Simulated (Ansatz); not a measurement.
Input for Ansatz (development build ahead of 0.2.0):

```yaml
crystal:
  periodic: [false, false, false]
  atoms:
    - { symbol: B, position_ang: [0.0, 0.0, -0.72391] }
    - { symbol: B, position_ang: [0.0, 0.0, 0.72391] }
basis:
  gaussian: { orbitals: def2-TZVP }
magnetization:
  spin_polarized: true
  initial_magnetization: 2
hamiltonian:
  xc: hf
correlation:
  method: mp2
  frozen_orbitals: { B: 1 }
```

The input is written out in the form of the current development build from the run's settings.

Output:

- Converged: yes
- Reference energy: -49.14872 hartree
- Correlation energy: -0.09358 hartree
- Total energy: -49.24230 hartree
- Spin squared of the determinant: 2.937

Caution: the unrestricted determinant is a mixture of spin states.
